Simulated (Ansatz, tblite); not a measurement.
**The cluster Cu₂Sn₂+: rung by rung**

The task here is to estimate one member of a computed series from the others.

The runs use Ansatz 0.2.0, Gaussian basis; as each input shows.

The runs, in order: GFN1-xTB, GFN2-xTB, PBE-D4/def2-TZVP, r2SCAN-D4/def2-TZVP, revPBE-D4/def2-TZVP, LC-ωPBE/def2-TZVP, PBE+10HF/def2-SVP, PBE+15HF/def2-SVP, PBE+40HF/def2-SVP, PBE-D4/def2-SVP, PBE0-D4/def2-SVP, CCSD(T)/def2-SVP, MP2/def2-TZVP, RPA/def2-TZVP.

5 further runs of the same task are left out: 5 set aside as unsound or not needed.

## The relaxed structure

The doublet was relaxed beforehand with PBE-D4/def2-SVP. At that level it is the lowest of the isomers that a small search found.

4 atoms, charge 1, spin multiplicity 2.

Bond lengths: Cu1–Cu2 2.523 Å, Cu1–Sn3 2.619 Å, Cu1–Sn4 2.619 Å, Cu2–Sn3 2.619 Å, Cu2–Sn4 2.619 Å. Angles: Cu2–Cu1–Sn3 61.2°, Cu2–Cu1–Sn4 61.2°, Sn3–Cu1–Sn4 66.6°, Cu1–Cu2–Sn3 61.2°, Cu1–Cu2–Sn4 61.2°, Sn3–Cu2–Sn4 66.6°, Cu1–Sn3–Cu2 57.6°, Cu1–Sn4–Cu2 57.6°.

Sn takes a core potential in the def2 sets. No spin-orbit coupling is included. The ion is computed in the gas phase, without counter-ions or solvent.

PBE0-D4/def2-TZVP was run before; its log isn't repeated, and its numbers join the tables.

The first run:

Tight binding, by tblite at 300 K electronic temperature and without a spin-polarisation term:

```python
tblite.interface.Calculator('GFN1-xTB', numbers, positions, charge=1, uhf=1).singlepoint()
```

Tight binding, by tblite at 300 K electronic temperature and without a spin-polarisation term:

```python
tblite.interface.Calculator('GFN2-xTB', numbers, positions, charge=1, uhf=1).singlepoint()
```

start.molden holds the orbitals of an earlier run on this state, given as this run's starting guess.

in.yaml reads:

```yaml
crystal:
  periodic: [false, false, false]
  atoms:
    - {symbol: Cu, position_ang: [-0.572347, -0.997959, 1.033603]}
    - {symbol: Cu, position_ang: [0.914023, -0.758589, -0.990444]}
    - {symbol: Sn, position_ang: [-1.299195, 0.637733, -0.878655]}
    - {symbol: Sn, position_ang: [0.957519, 1.118815, 0.835496]}
basis:
  gaussian: {orbitals: def2-TZVP, initial_orbitals: start.molden}
total_charge: 1
magnetization: {spin_polarized: true, initial_magnetization: 1}
hamiltonian: {xc: pbe, dispersion: d4}
scf: {omitted_lower_state_checks: [starts]}
output: {orbitals: {seedname: orbitals}}
```

On the command line:

```console
> ansatz run in.yaml --threads 4 --pin off --events-out ev --progress --plain --max-ram 4787MiB
```

Among the steps run: PBE-D4/def2-TZVP; r2SCAN-D4/def2-TZVP; revPBE-D4/def2-TZVP; LC-ωPBE/def2-TZVP; PBE+10HF/def2-SVP; PBE+15HF/def2-SVP; PBE+40HF/def2-SVP; PBE-D4/def2-SVP; PBE0-D4/def2-SVP; CCSD(T)/def2-SVP; MP2/def2-TZVP; RPA/def2-TZVP.

One of the session's tables, all rows but one given; the rest of the session is left out.

It belongs to the step «Levels side by side». 

```
              level  HOMO (eV)  LUMO (eV)  gap (eV)
    PBE-D4/def2-SVP      -9.44      -8.75      0.69
   PBE-D4/def2-TZVP      -9.58      -8.84      0.74
revPBE-D4/def2-TZVP      -9.51      -8.70      0.81
r2SCAN-D4/def2-TZVP      -9.85      -8.57      1.27
   PBE0-D4/def2-SVP     -10.33      -8.01      2.32
  PBE0-D4/def2-TZVP     -10.44      -8.06      2.37
  LC-ωPBE/def2-TZVP     -12.38      -5.95      6.43
  PBE+10HF/def2-SVP      -9.80      -8.45      1.34
  PBE+15HF/def2-SVP          ?          ?         ?
  PBE+40HF/def2-SVP     -10.73      -7.56      3.17
```

**Question.** Estimate the row for PBE+15HF/def2-SVP.

**Answer.** HOMO (eV): -9.98; LUMO (eV): -8.30; gap (eV): 1.67. In the column «HOMO (eV)» it lies between PBE0-D4/def2-SVP (-10.33) and r2SCAN-D4/def2-TZVP (-9.85).

Caveats from the session: Doubts: large T1 diagnostic, spin contamination. Notes on CCSD(T)/def2-SVP: large T1 diagnostic, spin contamination.
